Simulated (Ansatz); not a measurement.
**H5Si3+: where a starting geometry ends**

The starting geometry of this gas-phase singlet was optimised with GFN2-xTB.

```xyz
8

Si   -0.4449    0.0081   -1.0094
Si    1.6631   -0.3732    0.0392
Si   -0.9838    1.7170   -2.5461
H     2.3504   -1.3669   -0.7809
H     1.3881   -0.8319    1.3965
H    -1.5546    0.2756   -0.0609
H     2.3557    0.9165    0.0160
H    -0.9238   -1.1294   -1.8326
```

Predict what becomes of its bonds when it is optimised with r2SCAN-D4/def2-SVP.

New bonds form, giving a structure with H6 bridging Si1 and Si3, H8 bridging Si1 and Si3, given below by its coordinates. Distances that change by over a tenth: Si1–H6 (1.48 → 1.66 Å), Si1–H8 (1.48 → 1.66 Å). Contacts that close: Si3–H6 (2.93 → 1.74 Å), Si3–H8 (2.94 → 1.74 Å).

The energy falls by 0.80 eV over 47 steps:

```
step  E − E(last) (eV)
   1             0.805
   6             0.737
  11             0.659
  16             0.371
  21             0.356
  27             0.355
  32             0.350
  37             0.003
  42             0.000
  47             0.000
```

Final geometry (Å):

| atom | x (Å) | y (Å) | z (Å) |
| --- | --- | --- | --- |
| Si | 0.1049 | 0.3538 | -1.4037 |
| Si | 1.8081 | -0.4464 | 0.0861 |
| Si | -1.9256 | 0.7146 | -2.1499 |
| H | 2.6006 | -1.3592 | -0.7768 |
| H | 1.0660 | -1.1131 | 1.1863 |
| H | -1.1907 | 0.9999 | -0.5976 |
| H | 2.5181 | 0.7988 | 0.4750 |
| H | -1.1310 | -0.7328 | -1.5976 |

Frequencies at the end are all real (lowest 53 cm⁻¹). Run with Ansatz 0.2.0, 55 s on 1 thread of Intel(R) Xeon(R) 6975P-C (Granite Rapids) (shared host).
